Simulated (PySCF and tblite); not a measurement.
n-pentane, C₅H₁₂, numbered as in [CH3:1][CH2:2][CH2:3][CH2:4][CH3:5].

Geometries PBE0-D3(BJ)/def2-SVP; weights from PBE0-D3(BJ)/def2-TZVP (IEF-PCM, chloroform) energies and GFN2-xTB thermal corrections, with symmetry numbers and mirror pairs. Conformers within 3 kcal/mol (GFN2-xTB free energy) were kept, 8 at most. GIAO shieldings: PBE0/pcSseg-1 (IEF-PCM, chloroform). Shifts are against TMS (¹H), TMS (¹³C) at the same level. Programs: PySCF with density fitting and tblite.

Torsions listed: C1–C2–C3–C4, C2–C3–C4–C5. Of a mirror pair one member is shown.

```tsv
conformer	shape	weight %	dipole D
1	65°, 177°	48.1	0.09
2	180°, 180°	43.0	0.10
3	-59°, -60°	8.2	0.08
4	-62°, 89°	0.7	0.17
```

(1) How do the computed shifts compare with measured ones?

## Answers

(1) 
```tsv
nucleus	signal	leading conformer	average	measured	medium
¹H	H1/H5	0.95	0.96	0.89	THF-d8
¹³C	C1/C5	15.9	16.1	14.18	THF-d8
¹³C	C2/C4	25.1	25.8	23	THF-d8
¹³C	C3	36.2	37.0	34.87	THF-d8
```

Measured values: Fulmer et al., Organometallics 2010, 29, 2176. Mean difference for ¹³C: 2.28 ppm, scatter 0.38 ppm. The computed shifts are unscaled and lack vibrational corrections.
